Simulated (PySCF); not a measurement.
dichloromethane cation (CH₂Cl₂), SMILES ClCCl (connectivity only; charge and spin as stated), charge +1, multiplicity 2.

Geometry optimised at TPSSh-D3(BJ)/def2-TZVP. The multiplicity is an assumed one; other spin states were not compared.

All values below come from TPSSh-D3(BJ)/def2-TZVP run with PySCF 2.14.0.

Frequencies are harmonic and unscaled.

```csv
mode,ν (cm⁻¹),IR (km/mol),moving atoms (share of kinetic energy)
1,306,2.5,"Cl 85 %, C 13 %"
2,473,12.8,"H 64 %, C 33 %"
3,684,0.5,"C 65 %, Cl 31 %"
4,814,20.9,"C 78 %, Cl 20 %"
5,1014,0.0,H 99 %
6,1114,164.0,H 94 %
7,1208,82.9,H 97 %
8,2835,94.6,H 93 %
9,2878,110.0,H 95 %
```
